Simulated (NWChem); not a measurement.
System: Si cation, doublet

The following NWChem deck was run.

```
start job
memory heap 200 mb stack 900 mb global 1100 mb
charge 1
geometry units angstroms noautoz
  Si     0.000000     0.000000     0.000000
end
basis spherical
  * library 6-31g*
end
dft
  odft
  mult 2
  xc becke88 lyp
  iterations 150
  mulliken
end
task dft energy
```

The open p shell is one determinant without spherical averaging. No stability test was run on the SCF state.

Q: What results follow from this input? (BLYP/6-31G* (spherical d), spin-unrestricted.) Quantities: energy (Ha); highest occupied level (eV); lowest empty minus highest occupied level, either spin (eV); <S²>.

A: The energy (Ha) comes out as -289.06, the highest occupied level (eV) comes out as -11.99 and the lowest empty minus highest occupied level, either spin (eV) comes out as 0.33. The <S²> is 0.752.
